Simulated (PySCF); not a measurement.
Species: C4H8N2.
Z-matrix (Å and degrees, GFN2-xTB geometry), rows numbered from 1:
```
C 
C   1  1.3301
C   2  1.4558  1  125.22
C   3  1.5011  2  118.78  1     2.94
N   3  1.2809  2  126.21  1  -177.61
N   5  1.3430  3  124.35  2     4.66
H   1  1.0758  2  122.38  3     0.65
H   1  1.0773  2  121.50  3  -179.75
H   2  1.0843  1  118.26  3  -179.79
H   4  1.0855  3  109.07  2   178.16
H   4  1.0886  3  110.33  2   -62.04
H   4  1.0884  3  110.52  2    58.03
H   6  1.0164  5  119.85  3   -21.71
H   6  1.0090  5  111.54  3  -159.93
```

The computed photoelectron lines, unassigned: C 1s: 289.84 (area 1), 290.36 (area 1), 290.53 (area 1), 290.88 (area 1) eV; N 1s: 404.91 (area 1), 405.80 (area 1) eV.

Computed, not measured: delta-SCF UKS SCAN, pcX-2 on the ionised atom, pcseg-1 elsewhere, spin-free X2C (PySCF). One conformer (not necessarily the lowest) at the GFN2-xTB geometry, without solvent, vibrations or thermal averaging.

(1) Which carbon gives which C 1s line?

(2) Assign the N 1s lines to atoms.

Answers

(1) 289.84 eV: C1 (terminal =CH2 carbon); 290.36 eV: C4 (methyl carbon); 290.53 eV: C2 (alkene CH carbon); 290.88 eV: C3 (C=N carbon). The listed C 1s values span 1.04 eV, from C1 (bonded to C (double bond) and 2 H) to C3 (bonded to N (double bond) and 2 C). Summing the Pauling electronegativity differences to the bonded atoms, each weighted by its formal bond order, gives -0.70 for the lowest site and +0.98 for the highest; no listed site has a larger sum than the highest. The smallest sum, -1.05, belongs to C4, 0.52 eV above the lowest.

(2) 404.91 eV: N5 (C=N nitrogen); 405.80 eV: N6 (nitrogen bonded to N and 2 H). Lowest listed N 1s: N5, bonded to N and C (double bond). Highest, 0.89 eV above it: N6, bonded to N and 2 H.

Bonded neighbours of each site: C1: C (double bond) and 2 H; C2: C (double bond), C and H; C3: N (double bond) and 2 C; C4: C and 3 H; N5: N and C (double bond); N6: N and 2 H.

Task: Which effective nuclear charge Zeff reproduces each element's mean 1s value in the hydrogen-like formula E = 13.606 eV × Zeff²?

Result: C (Z = 6): mean 290.4 eV, Zeff = 4.62, Z − Zeff = 1.38; N (Z = 7): mean 405.4 eV, Zeff = 5.46, Z − Zeff = 1.54. Means run over the listed sites, weighted by atom count.

Spin contamination (⟨S²⟩ against 0.75 for a pure doublet) is marked for C 1s of C2 (0.88), which makes this value less certain.

The run took about 4 min of CPU time (one thread, shared machine).
